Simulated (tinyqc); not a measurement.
Starting guesses with plain Roothaan steps: SCF starting guesses in the sto-3g basis, for H2O+, spin multiplicity 2. Computed by the program tinyqc with PySCF. 

Geometry (angstrom):
```
atom       x        y       z
O     0.0000   0.0000  0.0000
H     0.0000   0.7920  0.7360
H     0.0000  -0.8610  0.7990
```

lowest solution found by these runs and by PySCF with stability checks = -74.647926 hartree

UHF with one setting changed at a time; a run stops when the energy changes by less than 1e-09 hartree and the error matrix is below 1e-5. Starts: the lowest orbitals of the core Hamiltonian, of the Wolfsberg-Helmholz matrix (K = 1.75), projected atomic densities, random orbitals, and the highest orbitals of the core Hamiltonian (a deliberately bad start).

Largest element of the error matrix X^T (FDS - SDF) X:
```
iteration     core  Wolfsberg-Helmholz  atomic densities   random  highest core orbitals
1          2.5e-01             1.8e-01           4.9e-01  7.2e+00                2.2e-01
2          4.5e-02             6.1e-02           1.2e-01  2.4e-01                2.4e-01
3          1.3e-02             1.7e-02           1.8e-02  4.9e-02                4.5e-02
4          5.3e-03             5.6e-03           7.7e-03  4.3e-02                1.5e-02
5          3.4e-03             4.0e-03           3.8e-03  4.4e-02                1.2e-02
6          2.5e-03             3.0e-03           3.0e-03  4.4e-02                9.1e-03
8          1.5e-03             1.7e-03           1.8e-03  4.6e-02                8.0e-03
10         8.9e-04             1.0e-03           1.1e-03  4.5e-02                1.2e-02
14         3.3e-04             3.8e-04           3.9e-04  3.3e-02                2.4e-02
20         7.6e-05             8.8e-05           9.1e-05  1.4e-02                4.0e-02
30               -             7.5e-06           7.8e-06  3.0e-03                1.3e-02
45               -                   -                 -  2.7e-04                1.5e-03
60               -                   -                 -  2.5e-05                1.9e-04
```

How each run ends:
```
run                    iterations  E (hartree)                                                        state
core                           29   -74.647926                                                 lowest found
Wolfsberg-Helmholz             30   -74.647926                                                 lowest found
atomic densities               30   -74.647926                                                 lowest found
random                        >60   -74.647926  falls steadily but slowly, by a factor of about 0.85 a step
highest core orbitals         >60   -74.539694  falls steadily but slowly, by a factor of about 0.87 a step
```

3 of 5 runs reach the lowest solution found, in 29 to 30 iterations (fastest: core). Not converged: random, highest core orbitals. The first errors are 2e-01, 2e-01, 5e-01, 7e+00, 2e-01.
